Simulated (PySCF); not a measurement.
hydrogen sulfide (H₂S), SMILES S. The structure is a stationary point at PBE0-D3(BJ)/def2-TZVPD.

Computed equilibrium geometry at PBE0-D3(BJ)/def2-TZVPD (PySCF confirms it by a frequency run) as Cartesian coordinates in Å, and its point group:
point group C2v.
```xyz
3

S      0.0000     0.0000     0.1033
H      0.0000    -0.9673    -0.8265
H      0.0000     0.9673    -0.8265
```
